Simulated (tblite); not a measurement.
Compound: C₄H₄NS (doublet state).
Z-matrix (Å and degrees, GFN2-xTB geometry), rows numbered from 1:
```
C 
C   1  1.4875
C   2  1.4175  1  125.31
C   3  1.3556  2  107.78  1   179.87
S   4  1.6929  3  113.10  2     0.01
N   2  1.3177  1  119.74  3   179.87
H   1  1.0890  2  110.39  3    59.62
H   1  1.0890  2  110.26  3   -59.96
H   1  1.0869  2  109.09  3   179.89
H   3  1.0721  2  125.76  1    -0.05
```

The geometry is computed with GFN2-xTB (gas phase). This method treats the open shell by occupation alone, without spin polarisation.

Masses are those of the commonest isotopes; rigid-rotor values at the optimised geometry. 

Q: What are A, B and C (cm⁻¹)?

A: Ia = 66.19, Ib = 188.05, Ic = 251.11 u·Å²; 505379 MHz·u·Å²/I gives 7635, 2687 and 2013 MHz, that is A = 0.25467, B = 0.08964, C = 0.06713 cm⁻¹.

Q: What kind of rotor is it?

A: An asymmetric top. Ray's parameter κ = (2B − A − C)/(A − C) = -0.760; −1 is the prolate and +1 the oblate limit.

Q: What does the inertial defect say?

A: Not planar: Δ = Ic − Ia − Ib = -3.14 u·Å². For a rigid frame Δ = −2 Σ m c², so Σ m c² = 1.57 u·Å² lies off the ab plane, practically all of it from hydrogen. The atom farthest from that plane is 0.89 Å away.

Q: Estimate the classical rotational partition function at 25 K, 298.15 K and 500 K.

A: Point group Cs, symmetry number σ = 1; q = (√π/σ)·√((kT/h)³/(ABC)), k/h = 20836.6 MHz/K: 3280 at 25 K, 135000 at 298.15 K, 293000 at 500 K.

For this open shell read J as N, the rotation without spin; fine and hyperfine splittings come on top. Its GFN2-xTB frequencies are all real (lowest 92 cm⁻¹). No vibrational averaging or centrifugal distortion is included, and the geometry carries the error of its method.

Time: 0.47 s wall. Hardware: Intel Xeon at 2.50 GHz, one thread, on a shared host. That covers the optimisation of the geometry.
